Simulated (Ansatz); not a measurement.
Density of states of CaGe2Au2 (I4/mmm, a = 4.431 Å, b = 4.431 Å, c = 10.242 Å, α = 90.00°, β = 90.00°, γ = 90.00°), in states per eV and primitive cell, averaged over bins of 0.5 eV. All numbers below come from DFT PBEsol, scalar-relativistic, plane waves, PAW (Ansatz 0.2.0).

Settings: cutoff 420 eV, Γ-centred mesh 12×12×12 on the computed 5-atom cell, Gaussian smearing of 0.10 eV; no spin polarisation.

The cell is relaxed at this level. The states (both spins) are summed by tetrahedra on a 18×18×18 mesh at the self-consistent density. Energies are bin centres; the table starts no lower than −8 eV and ends at 6 eV, or lower where the solved bands end.

It is a metal at this level.

```tsv
E − E_F (eV)	total	Au 5d	Ge 4p	Au 6s	Ge 4s	Ca 4s
-6.80	2.24	1.13	0.66	0.35	0.05	0.02
-6.30	3.84	2.40	0.94	0.35	0.06	0.07
-5.80	6.23	4.78	1.13	0.19	0.02	0.07
-5.30	9.86	8.32	1.09	0.22	0.09	0.05
-4.80	10.06	8.93	0.67	0.21	0.10	0.05
-4.30	7.72	6.75	0.56	0.17	0.15	0.02
-3.80	2.27	1.26	0.68	0.14	0.08	0.05
-3.30	1.28	0.59	0.44	0.07	0.09	0.03
-2.80	0.79	0.25	0.31	0.06	0.10	0.02
-2.30	3.33	1.32	1.20	0.25	0.33	0.08
-1.80	2.11	0.55	1.06	0.14	0.16	0.05
-1.30	2.16	0.44	1.20	0.13	0.13	0.04
-0.80	2.21	0.40	1.25	0.11	0.12	0.04
-0.30	1.80	0.29	0.99	0.09	0.10	0.04
0.20	1.46	0.19	0.74	0.11	0.08	0.04
0.70	1.33	0.15	0.65	0.13	0.07	0.03
1.20	1.16	0.11	0.47	0.21	0.08	0.03
1.70	2.03	0.12	0.62	0.26	0.24	0.09
2.20	3.05	0.13	0.75	0.49	0.35	0.15
2.70	2.84	0.09	0.50	0.43	0.20	0.21
3.20	3.88	0.09	0.44	0.24	0.12	0.35
3.70	6.38	0.11	0.56	0.22	0.09	0.42
4.20	5.44	0.08	0.61	0.21	0.07	0.23
4.70	4.15	0.07	0.72	0.16	0.07	0.24
```

The columns after the total are the Löwdin projections on the occupied valence shells of the potentials. The rest of the total lies in shells that are empty in the free atom, which aren't projected, and between the atoms.

Spin-orbit coupling is left out, which matters for the bands of heavy elements.

Cost: 1 run of about 3.4 core-minutes, on Arm Neoverse V1 (shared hosts).